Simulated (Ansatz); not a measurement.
A structure relaxed at B3LYP/def2-TZVP in Ansatz, charge 0, doublet:

```xyz
3

Na    0.374   -2.419    0.331
Na    0.832    0.418   -1.133
Na   -1.206    2.001    0.802
```

Give its formula and point group.

the cluster Na₃. Point group C2v (tolerance 0.1 Å).

Summarise the bond lengths by kind (pairs closer than 1.2 times the sum of covalent radii, bridged metal pairs left out).

2 × Na–Na 3.22 Å.

The structure comes from a short search, and lower isomers may exist.
